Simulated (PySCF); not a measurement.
Gas-phase reaction: 4 CH3CHF2 + 2 CF4 = 5 CH3CF3 + HF

Computed with PySCF and rigid-rotor harmonic-oscillator thermochemistry at 1 bar. † marks an energy on the PBE0/def2-TZVP geometry and frequencies; other levels use their own. 6-31G* has spherical d functions here. All species are closed-shell singlets.

HF/6-31G* gives ΔH°(298 K) = -110 kJ.

Problem. What do HF/def2-TZVP†, BLYP/def2-TZVP†, LDA/def2-TZVP† give?

Solution. HF/def2-TZVP†: -121 kJ; BLYP/def2-TZVP†: -119 kJ; LDA/def2-TZVP†: -153 kJ. For scale, ΔH°(298 K) is -110 kJ at this level, -147 kJ at ωB97M-V/def2-TZVP†, and runs from -156 to -68 kJ over the 20 levels computed († marks an energy on the PBE0/def2-TZVP geometry).
